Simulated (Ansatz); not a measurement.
# BS, doublet in aug-cc-pVTZ: errors against RCCSDT(Q)

Geometry: that of the BS⁻, singlet, kept fixed.

```xyz
2

B     0.0000    0.0000    0.0000
S     0.0000    0.0000    1.6853
```

Basis aug-cc-pVTZ; Ansatz 0.2.0. Only valence electrons are correlated (noble-gas cores frozen), which leaves 9 electrons in 90 orbitals. R marks a restricted (for open shells ROHF) determinant, U an unrestricted one. Active spaces: valence = (9e, 8o) chosen from the atoms' valence shells.

Full CI isn't at hand for all of this; RCCSDT(Q) serves as the reference, and is uncertain by the last step of the cluster series or more. The frozen core follows each run's orbitals, which can shift R against U totals by a few meV.

Unrestricted rows (U) aren't spin-pure: their determinants' ⟨S²⟩ exceeds S(S+1) by up to 0.13, so they mix in states of higher spin.

```
UHF ⟨S²⟩                          : 0.875
T1 diagnostic (RCCSD)             : 0.0355
largest doubles amplitude (RCCSD) : 0.041
T1 diagnostic (UCCSD)             : 0.0389
```

| level | E − E(RCCSDT(Q)) (kJ/mol) | share of correlation (%) | wall time |
| --- | --- | --- | --- |
| RHF | 729.4 | 0.00 | – |
| UHF | 717.6 | 1.61 | – |
| RMP2 | 99.1 | 86.41 | – |
| UMP2 | 104.6 | 85.66 | – |
| RCCSD | 52.3 | 92.83 | – |
| UCCSD | 52.2 | 92.84 | – |
| RCCSD(T) | 5.7 | 99.22 | 4.9 s (H100) |
| UCCSD(T) | 6.9 | 99.06 | 6 s (H100) |
| BCCD(T) | 5.9 | 99.20 | 8.5 s (H100) |
| RCCSDT | 2.8 | 99.62 | – |
| UCCSDT | 2.8 | 99.61 | – |
| UCCSDT(Q) | -1.0 | 100.14 | 19 s (H100) |
| CASSCF (valence space) | 504.8 | 30.79 | – |
| NEVPT2 (valence space) | 107.9 | 85.21 | 3.7 s (H100) |
| MRCISD (valence space) | 42.6 | 94.16 | – |
| MRCISD+Q (valence space) | 6.1 | 99.17 | 4.9 s (H100) |

The correlation energy at RCCSDT(Q), counted from RHF, is -7.559 eV. That run took 20 s on 2 threads of AMD EPYC 7R13 with a shared H100 80 GB, shared host.

Times hold each run's SCF and search for its determinant on a shared host, so for small cases they say little of a method's own cost.

Natural occupations of CASSCF (valence space) about the gap: 1.995 1.960 1.939 1.939 1.004 0.067 0.067 0.028; effectively unpaired electrons, Σ n²(2−n)², 1.07.
